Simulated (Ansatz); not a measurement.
Energy needed to pull apart B₂NH₅ (SMILES BBN), singlet, into free ground-state atoms, from the structure below (at a frame of a short PBE0-D4/def2-SVP trajectory); no zero-point or spin–orbit terms; open-shell atoms are treated unrestricted, in their ground-state multiplicity.

```xyz
8
angstrom
B -0.9973 0.6536 -0.7697
B 0.4075 0.3227 0.0914
N 0.7031 -0.9276 0.7357
H -1.1253 0.5449 -1.9509
H -1.9603 0.9309 -0.1522
H 1.2278 1.1924 0.2308
H 1.6378 -0.9466 1.0917
H 0.1752 -1.7989 0.5118
```

Ansatz 0.2.0; basis: def2-TZVPP; cores frozen in the correlated methods.

```json
{"method": "PBE-D4", "atomization energy (kcal/mol)": "673.9"}
{"method": "r2SCAN-D4", "atomization energy (kcal/mol)": "664.9"}
{"method": "PBE0-D4", "atomization energy (kcal/mol)": "664.7"}
{"method": "wB97M-V", "atomization energy (kcal/mol)": "666.9"}
{"method": "HF", "atomization energy (kcal/mol)": "500.6"}
{"method": "MP2", "atomization energy (kcal/mol)": "?"}
{"method": "CCSD", "atomization energy (kcal/mol)": "?"}
{"method": "CCSD(T)", "atomization energy (kcal/mol)": "642.4"}
```

Q: What does MP2 give? (Judge from chemistry; the value comes from the calculation.)

A: Computed: 648.7 kcal/mol, which is about 6.4 kcal/mol more than CCSD(T)/def2-TZVPP.

Q: What does CCSD give? (Judge from chemistry; the value comes from the calculation.)

A: By the calculation: 635.3 kcal/mol, which is about 7.1 kcal/mol less than CCSD(T)/def2-TZVPP.

In triple zeta the MP2 and coupled-cluster atomization energies are still short of their basis limit by a few kcal/mol a bond, whereas those of the functionals are nearly converged, so these differences are not deviations from converged CCSD(T).

T1 diagnostic: at most 0.014.

For scale, one of the runs: CCSD(T)/def2-TZVPP forces, 163 basis functions, launched by `ansatz run in.yaml --threads 2 --pin off --events-out ev --progress --plain --max-ram 3481MiB`. Hardware: 2 CPU threads of an Arm Neoverse V2, shared host. Wall time 69 s; peak host memory 2.3 GiB.
